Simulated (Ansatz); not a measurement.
System: diamond-structure Si. Method: r²SCAN+rVV10 (PAW; Ansatz, a first-principles code).

Numerical settings: plane-wave cutoff 560 eV, 12×12×12 k mesh, Fermi–Dirac smearing 0.01 eV, scalar-relativistic PAW data made under PBE.

Energies at three volumes about the minimum:

```
V (Å³/atom)  E − E_lowest (meV/atom)
-----------  -----------------------
19.673                          2.56
20.074                          0.00
20.475                          2.38
```

**Question.** Fit a parabola by hand: where is the minimum, what lattice constant follows, and what is the bulk modulus?

**Answer.** Slopes: (0.00 − 2.56)/(20.074 − 19.673) = -6.384 and (2.38 − 0.00)/(20.475 − 20.074) = 5.935 meV/Å³. Curvature E″ = 2 × (5.935 − (-6.384))/(20.475 − 19.673) = 30.721 meV/Å⁶. From the middle of the first interval, the slope vanishes at V0 = 19.8735 − (-6.384)/30.721 = 20.081 Å³/atom. B = V0 E″ = 20.081 × 30.721 meV/Å³ × 0.1602 GPa per meV/Å³ = 98.8 GPa. With 8 atoms in the cube, a = (8 × 20.081)^(1/3) = 5.436 Å. The full Birch–Murnaghan fit to all volumes gives V0 = 20.074 Å³/atom and B0 = 98.5 GPa.

Measured, for comparison: bulk modulus 101 GPa (0 K value with zero-point phonon effects removed; as tabulated in Sun et al. (2011), doi:10.1103/physrevb.84.035117); lattice constant a 5.421 Å (static lattice: zero-point anharmonic expansion removed; as tabulated in Mejia-Rodriguez and Trickey (2018), arXiv:1807.09216). Computed (rounded) less measured: bulk modulus -2 %.
